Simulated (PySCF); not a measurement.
# Nitrogen: a sound run and one with changed settings

Sound run: N [He] 2s2 2p3, N⁺ [He] 2s2 2p2. Computed with PySCF 2.14 in 6-31G* (3s2p1d, 14 functions), with the non-relativistic Hamiltonian (point nucleus). In the sound run the correlated levels freeze 1s2. The sound run starts from symmetry-adapted Hartree-Fock orbitals and uses a fine grid where one is needed.

Changed run: all electrons correlated in a basis built for the valence shell.

```csv
species,method,sound run (hartree),changed run (hartree),converged
N,MP2,-54.45534,-54.45683,yes
N,CCSD(T),-54.47214,-54.47350,yes
N⁺,MP2,-53.92527,-53.92668,yes
N⁺,CCSD(T),-53.94794,-53.94918,yes
```

Ionisation energy of N:

```json
{"method": "UHF", "sound run (eV)": "13.962", "changed run (eV)": "13.962"}
{"method": "MP2", "sound run (eV)": "14.424", "changed run (eV)": "14.426"}
{"method": "SCS-MP2", "sound run (eV)": "14.215", "changed run (eV)": "14.216"}
{"method": "CCSD", "sound run (eV)": "14.267", "changed run (eV)": "14.270"}
{"method": "CCSD(T)", "sound run (eV)": "14.264", "changed run (eV)": "14.267"}
```

A valence basis has no tight correlating functions, so it recovers only part of the core correlation, and not evenly between atom and ion.

For comparison, NIST gives 14.534 eV between the lowest levels.
